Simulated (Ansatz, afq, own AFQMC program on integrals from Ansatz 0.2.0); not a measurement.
**Where AFQMC and coupled cluster stand for CHN, singlet**

```tsv
atom	x (Å)	y (Å)	z (Å)
N	0.0000	0.0000	0.0907
C	0.0000	0.0000	-1.1783
H	0.0000	0.0000	1.0877
```

Connectivity, by distances: NH–C.

Basis cc-pVDZ. Only valence electrons are correlated. AFQMC by an in-house program on the Cholesky factors that Ansatz 0.2.0 writes for its CCSD(T) run. ph-AFQMC/CISD is guided by a CISD state made of CCSD amplitudes; releasing the constraint for a short imaginary time cuts its bias at the price of noise, slowly where states lie close. Uncertainties: one standard error, sampling alone.

Determinant: RHF, the one that the program's search chose, which needn't be the lowest solution. The geometry is a point of a scan.

No full CI on the walks' own integrals is used here; CCSDT(Q) serves as the reference and is uncertain by about the last step of the cluster series.

Cautions: higher spins were not checked; raised T1 diagnostic (T1 0.022, weight of the determinant 0.88, largest double 0.10).

The T1 diagnostic is 0.0223. The weight of the determinant in the CISD state is 0.878 and the size of the correlated space is 10 electrons in 31 orbitals.

Reference: CCSDT(Q), correlation energy -8.561 eV. The released energy is read at 2.40 1/Eh (meV from the phaseless value at times in 1/Eh: -3 ± 35 at 0.24, -14 ± 24 at 0.51, -20 ± 16 at 0.99, -44 ± 23 at 1.62, -25 ± 31 at 2.40).

```json
{"level": "HF", "E − E(reference) (mEh)": "314.61", "share of correlation (%)": "0.00"}
{"level": "MP2", "E − E(reference) (mEh)": "27.11", "share of correlation (%)": "91.38"}
{"level": "CCSD", "E − E(reference) (mEh)": "16.04", "share of correlation (%)": "94.90"}
{"level": "CCSD(T)", "E − E(reference) (mEh)": "1.82", "share of correlation (%)": "99.42"}
{"level": "CCSDT", "E − E(reference) (mEh)": "1.30", "share of correlation (%)": "99.59"}
{"level": "ph-AFQMC/CISD", "E − E(reference) (mEh)": "0.09 ± 0.74", "share of correlation (%)": "99.97"}
{"level": "released AFQMC", "E − E(reference) (mEh)": "-0.83 ± 1.13", "share of correlation (%)": "100.26"}
```

A walk keeps the symmetry of its determinant, which the program's search chose and which needn't be the lowest solution, so a lower state of the same spin and another symmetry isn't excluded. Released energies are given only where the last usable release times agree within the noise; a slower fall can still hide under it.
